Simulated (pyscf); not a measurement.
# Routes from H₂O (SMILES O) + H₂N–SiH₃ (SMILES N[SiH3])

Candidate steps break at most two bonds and form at most two. Each was searched with GFN2-xTB (tblite) first. Optimised with ωB97X-D3(BJ)/def2-SVP in PySCF. Correlated levels are frozen-core, on RHF or UHF. ΔMP2 is the change of the MP2 total energy from the triple- to the quadruple-zeta basis. Energies: CCSD(T)/def2-TZVPP + ΔMP2(QZVPP), kcal/mol, from the separated reactants, singlet surface.

```csv
products,type,ΔE‡,ΔE,ΔG‡ 298 K,ΔG‡ 900 K,ν‡ (cm⁻¹)
HO–SiH₃ + NH₃,four-centre exchange,22.1,-9.9,32.5,55.0,1076i
H₂N–SiH₃ + H₂O,four-centre exchange,74.9,0.0,82.8,101.5,1532i
```

Row 1: On the reactant side the descent ends in a complex, 5.4 kcal/mol under the separated species and 24.3 kcal/mol under the saddle at ωB97X-D3(BJ)/def2-TZVP. On the product side the descent ends in a complex (not fully relaxed), 4.1 kcal/mol under the separated species and 33.1 kcal/mol under the saddle at ωB97X-D3(BJ)/def2-TZVP. Row 2: On the reactant side the descent ends in a complex (not fully relaxed), 4.2 kcal/mol under the separated species and 77.4 kcal/mol under the saddle at ωB97X-D3(BJ)/def2-TZVP. 

Plain bond fissions and candidates not yet searched are not listed, and one of them may be faster. Each barrier is that of the saddle found; lower ones may exist. The CCSD(T) − MP2 part came from Ansatz, without density fitting, on the same reference.
